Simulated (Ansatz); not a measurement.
A (111) slab of Pd (Fm-3m (No. 225)), 5 planes, outer planes Pd (top) and Pd (bottom), with 5 atoms (Pd5) in a surface cell of A = 6.382 Å², as cut from the bulk:

```yaml
crystal:
  lattice:
    - [2.71461, 0.00000, 0.00000]
    - [-1.35731, 2.35092, 0.00000]
    - [0.00000, 0.00000, 23.86589]
  atoms:
    - { symbol: Pd, position: [0.66667, 0.33333, 0.31426] }
    - { symbol: Pd, position: [0.33333, 0.66667, 0.40713] }
    - { symbol: Pd, position: [0.00000, 0.00000, 0.50000] }
    - { symbol: Pd, position: [0.66667, 0.33333, 0.59287] }
    - { symbol: Pd, position: [0.33333, 0.66667, 0.68574] }
```

Level of theory: DFT LDA, scalar-relativistic, plane waves, PAW (Ansatz 0.2.0). Settings: cutoff 420 eV, Γ-centred mesh 15×15×1 on the computed 5-atom cell, Gaussian smearing of 0.10 eV; no spin polarisation.

Against the same 5 atoms in the bulk, the slab as cut lies 1.538 eV higher and the relaxed slab 1.537 eV higher.

Q: Work out the surface energy before and after relaxation.

A: The slab has two faces, so γ = (E_slab − N·E_bulk)/(2A), the mean of both. As cut: 1.538/(2 × 6.382) = 0.1205 eV/Å², and 1 eV/Å² = 16.02 J/m², so γ = 1.93 J/m². Relaxed: 1.537/(2 × 6.382) = 0.1204 eV/Å² = 1.93 J/m². Relaxation recovers 0.1 % of the cost of cutting.

Q: A cut through this plane breaks about 3 nearest-neighbour bonds a surface cell. What does each broken bond cost, before relaxation?

A: One cut makes two faces and costs 2γA = 1.538 eV, shared by 3 bonds: 0.51 eV a bond. In a metal this is less than the cohesive energy a bond, since the bonds that remain at the surface strengthen.

Q: What is the ideal work of this cut, per area?

A: Griffith's ideal work is 2γ: 3.86 J/m², whether the new faces relax or not. One thickness was run, 5 planes, so γ can still shift with it.